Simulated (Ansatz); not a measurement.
Chalcopyrite CuGaSe2

These are HSE06 (plane waves, PAW; Ansatz, an electronic-structure program) values and carry that method's errors.

Numerical settings: plane-wave cutoff 460 eV, 6×6×6 k mesh, Fermi–Dirac smearing 0.01 eV, no spin polarisation, scalar-relativistic PAW data made under PBE.

Cell (relaxed at this level):

CuGaSe2 has the tetragonal space group I-42d (No. 122), the chalcopyrite structure, Pearson symbol tI16. Conventional cell: a = b = 5.6496 Å, c = 11.1088 Å, α = β = γ = 90.00°. Ga on 4b is coordinated by 4 Se at 2.428 Å (tetrahedral). Cu on 4a sees 4 Se at 2.437 Å (tetrahedral). Se on 8d sees 2 Ga at 2.428 Å and 2 Cu at 2.437 Å (tetrahedral). (Neighbours: up to the widest gap in distance over summed covalent radii, below 1.35, at either atom; cation-cation and far metal-metal contacts left out.)
(The calculation used a cell of 8 atoms; values per cell refer to that cell.)

```yaml
band_gap: 1.36 eV (on the SCF k mesh) (direct)
```

Measured, for comparison: band gap 1.67 eV (temperature not stated, no zero-point or thermal correction, direct or pseudo-direct at Γ; as tabulated in Ghosh et al. (2024), arXiv:2401.16805).

Spin–orbit coupling is not included.

The computed numbers hold no vibrational or temperature effects.

It cost around 5 core-hours (rough) of CPU time.
